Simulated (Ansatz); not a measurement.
Consider the formal exchange of groups at a C–O bond: `CC(C)CC(C)O` + `CC` → `CCC(C)CC(C)C` + H₂O.

Program: Ansatz. Geometries: PBE0-D4/def2-TZVP. ΔE: electronic, gas phase. CCSD(T)/CBS is the MP2 limit (def2-TZVPP, def2-QZVPP) plus CCSD(T) − MP2 in def2-TZVPP, frozen cores. This one scheme is used for every species. Functionals use def2-TZVPP. B3LYP here is the variant with VWN-RPA as its local correlation; programs differ in this. HSE06 is defined as in plane-wave codes. Each species was taken in one conformer, which may not be the lowest.

| level | ΔE (kJ/mol) | difference from CCSD(T)/CBS |
| --- | --- | --- |
| revPBE-D4 | -29.7 | 5.8 |
| BLYP-D4 | -20.6 | 14.9 |
| r2SCANh-D4 | -23.9 | 11.6 |
| BHLYP-D4 | -22.1 | 13.4 |
| ωB97X-V | -23.3 | 12.2 |
| B2PLYP | -19.4 | 16.1 |
| PBE-QIDH | -29.6 | 5.9 |
| PBE | -16.1 | 19.4 |
| BLYP | -4.2 | 31.3 |
| r2SCAN | -19.4 | 16.1 |
| B3LYP | -9.2 | 26.3 |
| HSE06 | -19.7 | 15.8 |
| CCSD(T)/def2-TZVPP | -31.8 | 3.7 |
| HF/def2-QZVPP | -6.3 | 29.2 |
| SCS-MP2/def2-QZVPP | -33.5 | 2.0 |
| CCSD/CBS(def2) | -32.8 | 2.7 |
| CCSD(T)/CBS | -35.5 | 0 |

Largest T1 diagnostic among the species: 0.009.

At CCSD(T), def2-SVP lies +17.1 kJ/mol from the extrapolated value and def2-TZVPP +3.7 kJ/mol. From BLYP to BHLYP (50 % exact exchange), in def2-TZVPP and without D4, ΔE moves by −8.0 kJ/mol. In def2-TZVPP, CCSD(T) changes the Hartree–Fock value by −26.2 kJ/mol (the triples alone add −2.7 kJ/mol) and MP2 by −34.1 kJ/mol.

CCSD(T)/CBS has its own doubt, a few kJ/mol and more with outer-core shells, so smaller differences from it don't rank the levels.
